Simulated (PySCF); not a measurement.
From one molecule to another.

First species: 1,1,2,2-tetrafluoroethane, C₂H₂F₄.
SMILES: `FC(F)C(F)F`

Second species: sodium chloride, NaCl.
Atom-mapped SMILES: `[Na:1][Cl:2]`

Levels: CAM-B3LYP/aug-cc-pVTZ for dipole moment, HOMO energy, LUMO energy, HOMO–LUMO gap, static isotropic polarisability and electronic spatial extent ⟨r²⟩ about the centre of nuclear charge; TDDFT CAM-B3LYP/aug-cc-pVTZ for lowest singlet excitation; TDA CAM-B3LYP/aug-cc-pVTZ for lowest triplet excitation (Tamm–Dancoff); PBE0-D3(BJ)/def2-TZVP for smallest rotational constant. Geometries: PBE0-D3(BJ)/def2-TZVP. Each structure is a single optimised conformer of the isolated species, non-relativistic unless stated. Electronic properties by PySCF.

Dipoles, sizes and rotational constants follow the conformer. The torsions of the flexible species, by atom-mapped SMILES:
- `[F:1][CH:2]([F:3])[CH:4]([F:5])[F:6]`: F1–C2–C4–F5 180°

```json
{"property": "dipole moment", "column X": "8.90 D", "column Y": "0.00 D"}
{"property": "HOMO energy", "column X": "-7.94 eV", "column Y": "-11.53 eV"}
{"property": "LUMO energy", "column X": "-1.31 eV", "column Y": "0.39 eV"}
{"property": "HOMO–LUMO gap", "column X": "6.63 eV", "column Y": "11.92 eV"}
{"property": "lowest singlet excitation", "column X": "4.05 eV", "column Y": "9.30 eV"}
{"property": "lowest triplet excitation (Tamm–Dancoff)", "column X": "3.97 eV", "column Y": "8.93 eV"}
{"property": "static isotropic polarisability", "column X": "31.0 au", "column Y": "30.8 au"}
{"property": "electronic spatial extent ⟨r²⟩ about the centre of nuclear charge", "column X": "170 bohr²", "column Y": "510 bohr²"}
{"property": "smallest rotational constant", "column X": "6.552 GHz", "column Y": "2.073 GHz"}
```

(1) Which column belongs to which species?

(2) How does each property change from the first species to the second?

Results:

(1) Column X is the second species and column Y the first. The first has 8 atoms and 50 electrons, the second 2 and 28.

(2) dipole moment +8.90 D; HOMO energy +3.59 eV; LUMO energy -1.70 eV; HOMO–LUMO gap -5.29 eV; lowest singlet excitation -5.25 eV; lowest triplet excitation (Tamm–Dancoff) -4.96 eV; static isotropic polarisability +0.2 au; electronic spatial extent ⟨r²⟩ about the centre of nuclear charge -340 bohr²; smallest rotational constant +4.479 GHz.

On the first: The vertical singlet–triplet gap S1 − T1 is 0.37 eV (TDDFT singlet less Tamm–Dancoff triplet). The polarisability is 4.56 Å³ as a volume (1 au = 0.148185 Å³), or 0.62 au for each of the 50 electrons. One conformer (not necessarily the lowest) at the PBE0-D3(BJ)/def2-TZVP geometry, without solvent, vibrations or thermal averaging.

On the second: S1 lies 2.58 eV below the HOMO–LUMO gap. In atomic units the dipole is 3.50 e·bohr (1 au = 2.5417 D). Isolated species at its PBE0-D3(BJ)/def2-TZVP geometry, gas phase.
